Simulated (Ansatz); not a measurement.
# BS (doublet): from Hartree-Fock to the top rungs, aug-cc-pVTZ

How much of the correlation energy of BS (doublet) does each wave-function method recover here?

Program: Ansatz 0.2.0, Gaussian basis. Level of theory: aug-cc-pVTZ, core rule «outside noble gas», up to 6 orbitals frozen. These are calculated values, not measurements.

To be run: UHF; CCSD(T) on ROHF; CCSD(T) on UHF; BCCD(T) on ROHF; CCSDT(Q) on ROHF; CCSDT(Q) on UHF; CASSCF and MRCISD+Q, 9 electrons in 8 orbitals; CASSCF and NEVPT2, 9 electrons in 8 orbitals.

3 further runs of the same task are left out: 3 set aside as unsound or not needed. Runs told in other sessions of the task aren't counted.

## (1) The system

The geometry is a PBE0/def2-TZVPD stationary point (not a proven minimum) of the parent state, kept for this charge and spin.

2 atoms, charge 0, spin multiplicity 2.

Atoms are counted from 1 here; the program's logs count them from 0.

Bond lengths: B1–S2 1.685 Å.

## (2) UHF

The input, in.yaml:

```yaml
crystal:
  periodic: [false, false, false]
  atoms:
    - {symbol: B, position_ang: [0.000000, 0.000000, 0.000000]}
    - {symbol: S, position_ang: [0.000000, 0.000000, 1.685300]}
basis:
  gaussian: {orbitals: aug-cc-pVTZ}
magnetization: {spin_polarized: true, initial_magnetization: 1}
hamiltonian: {xc: hf}
output: {orbitals: {seedname: orbitals}}
```

Run with:

```bash
$ ansatz run in.yaml --threads 1 --pin off --events-out ev --progress --plain --max-ram 2816MiB --backend cpu
```

The runs that follow: CCSD(T) on ROHF; CCSD(T) on UHF; BCCD(T) on ROHF; CCSDT(Q) on ROHF; CCSDT(Q) on UHF; CASSCF and MRCISD+Q, 9 electrons in 8 orbitals; CASSCF and NEVPT2, 9 electrons in 8 orbitals.

**Question.** What will the summary of the whole plan be? Wanted: RCCSDT(Q) from the RHF energy; RMP2 from RCCSDT(Q); UMP2 from RCCSDT(Q); RCCSD from RCCSDT(Q); RCCSD(T) from RCCSDT(Q); UCCSD(T) from RCCSDT(Q); UCCSDT(Q) from RCCSDT(Q); NEVPT2 valence from RCCSDT(Q); MRCISD+Q valence from RCCSDT(Q).

The runs gave:

```
                         quantity                      value
    RCCSDT(Q) from the ROHF energy                 -7.5593 eV
              RMP2 from RCCSDT(Q)            +23.68 kcal/mol
              UMP2 from RCCSDT(Q)            +25.01 kcal/mol
             RCCSD from RCCSDT(Q)            +12.50 kcal/mol
          RCCSD(T) from RCCSDT(Q)             +1.36 kcal/mol
          UCCSD(T) from RCCSDT(Q)             +1.64 kcal/mol
         UCCSDT(Q) from RCCSDT(Q)             -0.24 kcal/mol
    NEVPT2 valence from RCCSDT(Q)            +25.79 kcal/mol
  MRCISD+Q valence from RCCSDT(Q)             +1.45 kcal/mol
levels within 1 kcal/mol (43 meV)  RCCSDT, UCCSDT, UCCSDT(Q)
                    T1 diagnostic                      0.036
   effectively unpaired electrons                       1.07
```

**Reading.** RCCSD(T) lands +1.36 kcal/mol from the yardstick (0.8 % of the correlation energy). One determinant dominates. Of the multireference levels listed MRCISD+Q valence comes nearest in total energy (+1.45 kcal/mol), which doesn't show that its space is the better one. These misses are within one basis, not against nature; the frozen cores of restricted and unrestricted runs differ, which can shift their rows.
